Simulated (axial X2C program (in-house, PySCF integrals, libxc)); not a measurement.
## Al₂: from the spin-free to the two-component result

Calculated with an in-house relativistic program for diatomic molecules. Spin-free means the one-electron spin-free X2C Hamiltonian; two-component (2c) means X2C with spin–orbit coupling and atomic mean-field two-electron Coulomb and Gaunt terms, so the difference of the two also holds small scalar two-electron terms. Basis: Al dyall-v3z [8s8p2d1f] (cores contracted in-house); Gaussian nuclei, density fitting, unrestricted open shells. Masses: Al 26.982 u.

Spin-free state: M_S = 1, Λ = 0 (beyond evenly filled blocks: π+α, π-α); fragments Al + Al.

```csv
level,Re (Å),ωe (cm⁻¹),De (eV)
PBE0,2.483,346.8,1.477
HF,2.545,314.5,0.426
MP2,2.468,367.4,1.274
CCSD,2.494,343.1,1.118
CCSD(T),2.488,348.8,1.311
LDA,2.466,347.7,1.953
```

Correlated methods: 6 electrons correlated (number of frozen shells: Al 2 s, 1 p), 142 virtual spin orbitals or spinors in MP2, 90 natural virtuals in coupled cluster.

Two-component determinant lowest at the distance of the search:

Ω = 1 (⟨Sz⟩ = 1.00, ⟨Lz⟩ = 0.00 at HF); fragments Al + Al.

| level | Re (Å) | ωe (cm⁻¹) | De (eV) |
| --- | --- | --- | --- |
| PBE0 | 2.484 | 346.7 | 1.476 |
| HF | 2.546 | 314.4 | 0.426 |
| MP2 | 2.468 | 367.3 | 1.265 |
| CCSD | 2.494 | 343.0 | 1.100 |
| CCSD(T) | 2.488 | 348.6 | 1.296 |
| LDA | 2.467 | 347.6 | 1.952 |

Problem. From the two tables, how do the constants change at the CCSD(T) level (2c against spin-free)?

Solution. At the CCSD(T) level Re is unchanged within 0.001 Å and ωe doesn't move by more than 0.2 cm⁻¹; De changes by -0.015 eV.

The state is a single determinant with fixed occupations, the lowest that a limited PBE0 search found. Dissociation energies refer to the lowest single-determinant-based atoms at the same level and basis. Density functionals use the spin component along the axis (collinear). Coupled cluster ran in a truncated set of natural virtual spinors; the MP2 energy of the rest was added. (T) has no such correction and the atoms are truncated less, which lowers De at CCSD(T) by a hundredth of an eV or more. The 2c atoms are single determinants rather than J levels; their spin–orbit lowering is only partly caught, and De is too large by that part. This holds for PBE0, LDA. Other states lie close and PBE0, whose exact exchange favours high spin, may order them wrongly; the determinant shown need not be the ground state. The nearest other spin-free determinant of the search, M_S = 1, Λ = 1, lies 0.11 eV up at the distance of the search. Without a current term, density functionals place determinants with orbital angular momentum somewhat too high. With several unpaired electrons one determinant need not be a pure state. Open-shell Ω = 0 determinants with evenly filled partner blocks cannot be reached by this program, so the Ω shown need not be the lowest component. At some level and bond length an empty orbital lies below a filled one. This is the Ω = 1 component of a π² triplet; the 0⁺ component is not one determinant and can lie lowest.
